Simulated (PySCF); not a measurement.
**Nuclear quadrupole coupling in `C[C@@H]1C[P@]1(C)=O`**

Species: C4H9OP.
Geometry (GFN2-xTB, Å), atoms numbered from 1 in this order:
```
atom  x, y, z in Å
C1    -2.0790   -0.1494    0.2213
C2    -0.6385    0.2811    0.2966
C3    -0.1033    1.1387   -0.9005
P4     0.5629   -0.5396   -0.7895
C5     2.2636   -0.5637   -0.1245
O6     0.1971   -1.5969   -1.7416
H7    -2.7440    0.7131    0.2731
H8    -2.2539   -0.6711   -0.7187
H9    -2.3244   -0.8250    1.0386
H10   -0.3277    0.6360    1.2721
H11    0.4777    2.0116   -0.6421
H12   -0.8264    1.3254   -1.6835
H13    2.4157    0.2447    0.5821
H14    2.9492   -0.4696   -0.9652
H15    2.4264   -1.5274    0.3542
```

Field gradients from the PBE0/pcSseg-1 density (PySCF, non-relativistic), principal values in atomic units, ordered |Vxx| ≤ |Vyy| ≤ |Vzz|:

```
atom      Vxx      Vyy     Vzz
  O6  -0.4224  -0.4981  0.9206
```

**Question.** Find the asymmetry η = (Vxx − Vyy)/Vzz and the couplings χ = eQV/h (234.96 MHz × Q in barn × V in au), with Q(17O) = −0.0256 b.

**Answer.** 
```csv
atom,environment,nucleus,η,χzz (MHz),χxx (MHz),χyy (MHz)
O6,phosphoryl oxygen,17O,0.08,-5.54,2.54,3.00
```

**Question.** What is Vzz at O6 in SI units (1 au = 9.71736 × 10²¹ V/m²)?

**Answer.** 0.9206 au = 8.945 × 10²¹ V/m².

**Question.** What couplings would deuterons (Q(2H) = 0.00286 b) have in place of the hydrogens, at this geometry?

**Answer.** 
```
atom  bonded to  bond length (Å)  Vzz (au)     η  χzz (kHz)
  H7         C1            1.090    0.3101  0.02        208
  H8         C1            1.089    0.3039  0.04        204
  H9         C1            1.088    0.3136  0.03        211
 H10         C2            1.084    0.3254  0.07        219
 H11         C3            1.080    0.3359  0.06        226
 H12         C3            1.082    0.3293  0.07        221
 H13         C5            1.084    0.3214  0.02        216
 H14         C5            1.089    0.3113  0.02        209
 H15         C5            1.088    0.3126  0.02        210
```

Isolated species at its GFN2-xTB geometry, gas phase. GFN2-xTB bond lengths can be off by several hundredths of an ångström, more for odd bonds, and the gradients follow them. A larger basis could move these couplings by a tenth or more.
